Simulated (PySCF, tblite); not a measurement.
Rigid-rotor lines calculated for a species of formula C3H5NO (commonest isotopes; PBE0/pcSseg-1 in PySCF (dipole) on a GFN2-xTB geometry, gas phase), labelled J(Ka,Kc):

```
     transition      MHz
2(1,1) ← 1(1,0)  12533.3
2(1,2) ← 1(1,1)  11732.1
1(0,1) ← 0(0,0)   6066.3
2(0,2) ← 1(0,1)  12121.2
1(1,1) ← 0(0,0)  16351.9
```

(1) Find the rotational constants.

(2) What moments of inertia, asymmetry and inertial defect follow?

(3) Which dipole components do these lines need?

(4) Predict further lines from these constants: 3(1,2) ← 3(1,3); 4(1,4) ← 3(0,3); 3(3,0) ← 2(2,0); 3(3,0) ← 3(2,1); 2(1,2) ← 1(0,1); 4(4,0) ← 3(3,0); 3(2,2) ← 2(1,2); 3(2,1) ← 2(1,1); 1(1,1) ← 1(0,1).

(5) Which structure gave them?

## Answers

(1) 1(0,1) ← 0(0,0) is B + C, 2(1,1) ← 1(1,0) is 3B + C and 2(1,2) ← 1(1,1) is B + 3C, so B − C is half the difference of the last two, 400.6 MHz. 1(1,1) ← 0(0,0) is A + C. A = 13519.1, B = 3233.5, C = 2832.9 MHz.

(2) I = 505379 MHz·u·Å² over each constant: Ia = 37.38, Ib = 156.30, Ic = 178.40 u·Å²; κ = (2B − A − C)/(A − C) = -0.925 (near-prolate asymmetric top); Δ = Ic − Ia − Ib = -15.28 u·Å².

(3) μa and μb (a-type: ΔKa even, ΔKc odd; b-type: both odd). The calculation gives |μa| = 4.19 D, |μb| = 0.32 D, |μc| = 1.33 D.

(4) 
```json
{"transition": "3(1,2) ← 3(1,3)", "MHz": "2403", "type": "a", "branch": "Q"}
{"transition": "1(1,1) ← 1(0,1)", "MHz": "10286", "type": "c", "branch": "Q"}
{"transition": "2(1,2) ← 1(0,1)", "MHz": "22018", "type": "b", "branch": "R"}
{"transition": "4(1,4) ← 3(0,3)", "MHz": "32776", "type": "b", "branch": "R"}
{"transition": "3(2,1) ← 2(1,1)", "MHz": "49113", "type": "c", "branch": "R"}
{"transition": "3(2,2) ← 2(1,2)", "MHz": "50258", "type": "c", "branch": "R"}
{"transition": "3(3,0) ← 3(2,1)", "MHz": "52380", "type": "b", "branch": "Q"}
{"transition": "3(3,0) ← 2(2,0)", "MHz": "70624", "type": "c", "branch": "R"}
{"transition": "4(4,0) ← 3(3,0)", "MHz": "97668", "type": "c", "branch": "R"}
```

(5) `C/C=N\C=O`, point group C1. Three constants can't fix a structure by themselves; this is the one that was computed:
```xyz
10
C3H5NO angstrom
C     -1.250   -0.535   -0.009
C     -0.460    0.646    0.431
N      0.763    0.830    0.251
C      1.800    0.164   -0.285
O      2.493   -0.653    0.261
H     -1.736   -0.982    0.857
H     -2.033   -0.218   -0.697
H     -0.614   -1.274   -0.491
H     -1.006    1.437    0.942
H      2.052    0.590   -1.282
```

The values belong to one conformer (point group C1) with, in the numbering `[CH3:1]/[CH:2]=[N:3]\[CH:4]=[O:5]`, C2–N3–C4–O5 -85°. Its GFN2-xTB frequencies are all real (lowest 97 cm⁻¹). Constants of a rigid frame at the computed geometry: no zero-point averaging, no centrifugal distortion. A rigid rotor knows nothing of internal rotation, which can split or shift real lines. Quadrupole hyperfine structure (14N) is left out.
